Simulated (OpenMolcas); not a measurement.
# CH3F (fluoromethane): levels of theory compared

Wanted: a comparison of 6 runs (B2PLYP/def2-TZVPP, BHLYP/def2-TZVPP, PBE0/def2-TZVPP, TPSS/def2-TZVPP, r2SCAN/def2-TZVPP, MP2/def2-TZVPP) of CH3F (fluoromethane). 

The calculation is run with OpenMolcas 26.06.

### 1 The structure to begin with

The species is CH3F (5 atoms), meant as a singlet with charge 0. SMILES: `CF`. The coordinates come from a PBE0-D4/def2-TZVP relaxation.

Bond lengths: C1–F2 1.376 Å, C1–H3 1.092 Å, C1–H4 1.092 Å, C1–H5 1.092 Å. Angles: F2–C1–H3 109.1°, F2–C1–H4 109.1°, F2–C1–H5 109.1°, H3–C1–H4 109.9°, H3–C1–H5 109.9°, H4–C1–H5 109.9°.

### 2 A single-point energy at B2PLYP/def2-TZVPP (run 1)

job.inp reads:

```
* CH3F Kohn-Sham DFT

&GATEWAY
 BasLib = $CurrDir
 Coord
 5
 bohr
 C     -0.09580911     0.06217199     0.01473986
 F      2.06754935    -1.34265041    -0.31860782
 H     -1.73609139    -1.18466931    -0.10960412
 H     -0.19804330     1.50422200    -1.45886857
 H     -0.03741658     0.96092573     1.87215167
 Basis = def2-TZVPP
 Group = NoSym

&SEWARD
 GridInput
 Grid=UltraFine
 End of Grid

&SCF
 KSDFT = B2PLYP_SCF
 Thresholds = 1e-10 1e-07 1e-07 1e-05
 PrOrbitals = 1 1

&MBPT2
 Frozen = 2
```

The basis set def2-TZVPP is read from a file made from the Basis Set Exchange's data (not shown).

Started as:

```console
$ export MOLCAS_MEM=1860
$ pymolcas job.inp > job.log
```

Log:

```text
--- Start Module: gateway ---
[...]
--- Stop Module: gateway /rc=_RC_ALL_IS_WELL_ ---
[...]
      Basis functions          104
[...]
--- Start Module: scf ---
[...]
       Convergence after  11 Iterations
[...]
::    Total KS-DFT energy                            -139.5711018933
[...]
      Total spin, S                                     0.0000000000
[...]
      Total electronic charge=   18.000000
      Total            charge=   -0.000000
[...]
      Dipole Moment (debye):
      Origin of the operator (angstrom)=    0.5622   -0.3651   -0.0866
                   X= -1.5845E+00               Y=  1.0289E+00               Z=  2.4415E-01           Total=  1.9050E+00
      Quadrupole Moment (debye*angstrom):
[...]
--- Stop Module: scf /rc=_RC_ALL_IS_WELL_ ---
[...]
--- Start Module: mbpt2 ---
[...]
 ###    WARNING: MP2 implementation intended for RHF references only         ###
 ###############################################################################
MBPT2 WARNING: Reference function according to RunFile:KS-DFT
I'll assume you know what you're doing and continue
WARNING!
Default frozen orbitals as non valence orbitals is overwritten by user input.
Default values:   2
[...]
       Reference weight ( Cref**2 )         =        0.87204
::    Total MBPT2 energy                             -140.0836084992
[...]
      Total MBPT2 calculations                           0.37      0.42
--- Stop Module: mbpt2 /rc=_RC_ALL_IS_WELL_ ---
[...]
```

It took 24 s on 1 thread of Arm Neoverse V1, shared host; peak memory 0.59 GiB.

### 3 Energy and gradient at BHLYP/def2-TZVPP (run 2)

run.inp reads:

```
* CH3F Kohn-Sham DFT
&GATEWAY
BasLib = $CurrDir
Coord
5
angstrom
C       -0.050700       0.032900       0.007800
F        1.094100      -0.710500      -0.168600
H       -0.918700      -0.626900      -0.058000
H       -0.104800       0.796000      -0.772000
H       -0.019800       0.508500       0.990700
Basis = def2-TZVPP
Group = NoSym
&SEWARD
GridInput
Grid=UltraFine
End of Grid
&SCF
KSDFT = HYB_GGA_XC_BHANDHLYP
Thresholds = 1e-10 1e-07 1e-07 1e-05
PrOrbitals = 1 1
&ALASKA
```

The basis set def2-TZVPP is read from a file made from the Basis Set Exchange's data (not shown).

Started as:

```console
$ export MOLCAS_MEM=1860
$ pymolcas run.inp > run.log
```

Log:

```text
--- Start Module: gateway ---
[...]
--- Stop Module: gateway /rc=_RC_ALL_IS_WELL_ ---
[...]
      Basis functions          104
[...]
--- Start Module: scf ---
[...]
       Convergence after  11 Iterations
[...]
::    Total KS-DFT energy                            -139.7393243934
[...]
      Total spin, S                                     0.0000000000
[...]
      Total electronic charge=   18.000000
      Total            charge=   -0.000000
[...]
      Dipole Moment (debye):
      Origin of the operator (angstrom)=    0.5622   -0.3651   -0.0866
                   X= -1.5897E+00               Y=  1.0323E+00               Z=  2.4496E-01           Total=  1.9113E+00
      Quadrupole Moment (debye*angstrom):
[...]
--- Stop Module: scf /rc=_RC_ALL_IS_WELL_ ---
[...]
--- Start Module: alaska ---
[...]
 *              Molecular gradients               *
 **************************************************
  Irreducible representation: a
 ------------------------------------------------------------------------------------------
                              X                       Y                       Z
 ------------------------------------------------------------------------------------------
  C1                2.34217019832172E-03   -1.59342394138662E-03   -3.51535866242036E-04
  F2                4.90401083429504E-03   -3.18467198156558E-03   -7.51934220962314E-04
  H3               -5.98739560000894E-03   -3.76649154335440E-03   -3.29658450970022E-04
  H4               -9.01770133430513E-04    5.18577067719672E-03   -4.83877783126330E-03
  H5               -3.57015299132041E-04    3.35881678911321E-03    6.27190636943720E-03
 ------------------------------------------------------------------------------------------
--- Stop Module: alaska /rc=_RC_ALL_IS_WELL_ ---
[...]
```

Run time: 28 s. Hardware: 1 thread of Arm Neoverse V1, shared host; peak memory 0.59 GiB.

Runs 3 to 5 aren't shown in full; the table further down has their settings and results.

### 4 The energy at MP2/def2-TZVPP (run 6)

mol.inp reads:

```
* CH3F MP2

&GATEWAY
 BasLib=$CurrDir
 Coord
 5
 angstrom
 C       -0.050700       0.032900       0.007800
 F        1.094100      -0.710500      -0.168600
 H       -0.918700      -0.626900      -0.058000
 H       -0.104800       0.796000      -0.772000
 H       -0.019800       0.508500       0.990700
 Basis=def2-TZVPP
 Group=NoSym

&SEWARD

&SCF
 Thresholds=1e-10 1e-07 1e-07 1e-05
 PrOrbitals=1 2

&MBPT2
 Frozen=2
```

The basis set def2-TZVPP is read from a file made from the Basis Set Exchange's data (not shown).

Started as:

```console
$ export MOLCAS_MEM=1860
$ pymolcas mol.inp > mol.log
```

Log:

```text
--- Start Module: gateway ---
[...]
--- Stop Module: gateway /rc=_RC_ALL_IS_WELL_ ---
[...]
      Basis functions          104
[...]
--- Start Module: scf ---
[...]
       Convergence after  11 Iterations
[...]
::    Total SCF energy                               -139.1022179626
[...]
      Total spin, S                                     0.0000000000
[...]
      Total electronic charge=   18.000000
      Total            charge=   -0.000000
[...]
      Dipole Moment (debye):
      Origin of the operator (angstrom)=    0.5622   -0.3651   -0.0866
                   X= -1.6798E+00               Y=  1.0907E+00               Z=  2.5883E-01           Total=  2.0195E+00
      Quadrupole Moment (debye*angstrom):
[...]
--- Stop Module: scf /rc=_RC_ALL_IS_WELL_ ---
[...]
--- Start Module: mbpt2 ---
[...]
WARNING!
Default frozen orbitals as non valence orbitals is overwritten by user input.
Default values:   2
[...]
       Reference weight ( Cref**2 )         =        0.91034
::    Total MBPT2 energy                             -139.5343361446
[...]
      Total MBPT2 calculations                           0.38      0.42
--- Stop Module: mbpt2 /rc=_RC_ALL_IS_WELL_ ---
[...]
```

Run time: 9.6 s. Hardware: 1 thread of Arm Neoverse V1, shared host; peak memory 0.59 GiB.

### 5 All runs side by side

| run | level | task | frozen core orbitals | energy (Eh) | dipole moment (D) of the reference | HOMO energy (eV) | LUMO energy (eV) | wall time |
| --- | --- | --- | --- | --- | --- | --- | --- | --- |
| 1 | B2PLYP/def2-TZVPP | energy | 2 | -139.709479 | 1.90 | -11.60 | 2.49 | 24 s |
| 2 | BHLYP/def2-TZVPP | gradient | – | -139.739324 | 1.91 | -11.62 | 2.24 | 28 s |
| 3 | PBE0/def2-TZVPP | gradient | – | -139.654882 | 1.78 | -9.81 | 1.68 | 30 s |
| 4 | TPSS/def2-TZVPP | gradient | – | -139.818279 | 1.71 | -8.11 | 1.11 | 43 s |
| 5 | r2SCAN/def2-TZVPP | gradient | – | -139.732122 | 1.73 | -8.37 | 1.62 | 41 s |
| 6 | MP2/def2-TZVPP | energy | 2 | -139.534336 | 2.02 | -14.38 | 4.19 | 9.6 s |

### 6 What came out

| quantity | value |
| --- | --- |
| run 6: total energy | -139.53434 Eh |
| run 6: dipole moment (mean-field density) | 2.02 D |
| run 6: HOMO energy (Hartree–Fock orbitals) | -14.38 eV |
| run 6: LUMO energy (Hartree–Fock orbitals) | 4.19 eV |
| run 6: HOMO–LUMO gap (Hartree–Fock orbitals) | 18.57 eV |
| run 6: correlation energy (2 core orbitals frozen) | -432.1 mEh |

**Reading.** Over runs 1, 2, 3, 4, 5 the dipole moment (its size) runs from 1.71 D (TPSS/def2-TZVPP) to 1.91 D (BHLYP/def2-TZVPP). Over runs 1, 2, 3, 4, 5 the HOMO–LUMO gap runs from 9.22 eV (TPSS/def2-TZVPP) to 14.10 eV (B2PLYP/def2-TZVPP). A double hybrid's value is that of its SCF part. For B2PLYP the log adds the whole second-order term; the table takes 0.27 of it, as the functional is defined. Totals of different functionals can't be ranked against each other. All runs together took 2.9 min, the longest 43 s.
